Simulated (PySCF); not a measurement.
# Static response to an electric field

Compound: C₃H₆N (charge +1).
Geometry (PBE0-D3(BJ)/def2-SVP, Å), atoms numbered from 1 in this order:
```xyz
10
C3H6N angstrom
C      1.9985   -0.0893    0.0340
C      0.5725   -0.0297    0.1965
N     -0.5669    0.0172    0.3240
C     -1.9726    0.0765    0.4839
H      2.4135    0.9307    0.0672
H      2.2358   -0.5549   -0.9359
H      2.4339   -0.6919    0.8470
H     -2.4490   -0.3502   -0.4101
H     -2.2708    1.1274    0.6064
H     -2.2524   -0.5033    1.3751
```

Level: CAM-B3LYP/def2-SVPD (PySCF), static field, nuclei fixed, core orbitals frozen in the response. The polarisability tensor in these axes (au):

```
x   60.02 -1.27 -3.43
y   -1.27 29.73  0.14
z   -3.43  0.14 30.06
```

**Question.** Give the principal values, the mean and the anisotropy Δα = √{½[(α1 − α2)² + (α2 − α3)² + (α1 − α3)²]}.

**Answer.** Principal values 29.67, 29.67 and 60.47 au; mean 39.94 au = 5.92 Å³ = 6.58 × 10⁻⁴⁰ C²·m²/J; Δα = 30.79 au (77 % of the mean).

**Question.** Give the eigenvalues of the traceless quadrupole moment Θ = ½Σq(3rr − r²1), origin at the centre of nuclear charge.

**Answer.** -9.07, -9.06, 18.14 D·Å. The values depend on the origin, since the species is charged. The electronic extent ⟨r²⟩ about the same centre is 363 bohr², a root-mean-square distance of 1.84 Å for the 30 electrons.

**Question.** Rayleigh depolarisation ratio (linearly polarised light, static tensor)?

**Answer.** ρ = 3Δα²/(45ᾱ² + 4Δα²) = 2844.8/(71768 + 3793.1) = 0.0376.

**Question.** In TDDFT the mean static polarisability is Σ f/ω² over all singlet excitations (ω in hartree). How much of it do the 10 lowest give? Their energies (eV) and oscillator strengths: 7.55, 0.0000; 7.82, 0.0000; 7.82, 0.0000; 10.18, 1.5269; 10.22, 0.0211; 10.22, 0.0119; 10.58, 0.0000; 10.77, 0.0218; 10.77, 0.0219; 11.53, 0.0024.

**Answer.** They add up to 11.43 au, 28.6 % of the 39.94 au; the largest single term is 10.90 au, from the state at 10.18 eV. Terms in order: 0.00, 0.00, 0.00, 10.90, 0.15, 0.08, 0.00, 0.14, 0.14, 0.01 au. Higher excitations give the rest. The strengths listed sum to 1.606.

Isolated species at its PBE0-D3(BJ)/def2-SVP geometry, gas phase.
